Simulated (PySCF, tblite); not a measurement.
# HBrF−, a complex of two parts as drawn: NMR shifts, interaction energy, infrared bands, spin-spin couplings, core binding energies and electronic excitations

The task here is to estimate one member of a computed series from the others.

Programs: tblite 0.8.0 and PySCF 2.14.0. All values are calculated, for the isolated system unless a continuum is named. Atoms count from 0, parts from 1.

## The system as given

3 atoms, charge -1, multiplicity 1; geometry: rigid parts in contact. Parts: 1 = atoms 0–1, `Br`, charge 0; 2 = atom 2, `[F-]`, charge -1.

The first run:

Job settings and geometry (Å):

```
{"job": {"kind": "dock", "xc": "GFN2-xTB", "basis": "xTB"}, "charge": -1, "multiplicity": 1, "parts": [{"atoms": "0-1", "charge": 0, "multiplicity": 1}, {"atoms": "2-2", "charge": -1, "multiplicity": 1}]}
Br     0.700625    -0.009770    -0.010819
H     -0.700625     0.009770     0.010819
F     -1.806285    -1.571946     0.791796
```

Method: GFN2-xTB search for minima from random contacts, gas phase.

Launch:

```console
> OMP_NUM_THREADS=1 python cluster_run.py task.json out
```

One launch serves the whole session: the jobs run in the order shown.

Among the steps run: Search for minima with GFN2-xTB; Optimising the geometry at PBE0-D3(BJ)/def2-TZVPD; NMR shieldings: PBE0/aug-pcSseg-3; Coupled-cluster interaction energy: CCSD(T) and MP2.

One table of the session follows, with a row left open; its other results are not shown here.

It belongs to the step «Coupled-cluster interaction energy: CCSD(T) and MP2». 

| method | interaction energy (kcal/mol) |
| --- | --- |
| HF/aug-cc-pVDZ | -132.34 |
| MP2/aug-cc-pVDZ | -116.76 |
| CCSD/aug-cc-pVDZ | -113.10 |
| CCSD(T)/aug-cc-pVDZ | -110.82 |
| HF/aug-cc-pVQZ | -134.13 |
| MP2/aug-cc-pVQZ | -122.69 |
| SCS-MP2/aug-cc-pVQZ | -120.04 |
| MP2, extrapolated | ? |
| CCSD(T), limit estimate | -117.84 |

Q: Estimate the row for MP2, extrapolated from the others.

As computed: interaction energy (kcal/mol): -123.79. In the column «interaction energy (kcal/mol)» it lies between HF/aug-cc-pVDZ (-132.34) and MP2/aug-cc-pVQZ (-122.69).

At this geometry H1 has moved to F2 of another part (0.97 Å), so this energy is mostly that of cutting a chemical bond between strained fragments, not an intermolecular interaction.

Limits of these values: Shifts at one fixed geometry are not the observed spectrum, which averages over the motion. The interaction energy leaves out the deformation of the parts, 55.22 kcal/mol at MP2. So large a deformation means that a part is far from its own minimum, so a sum across the two methods would be rough.
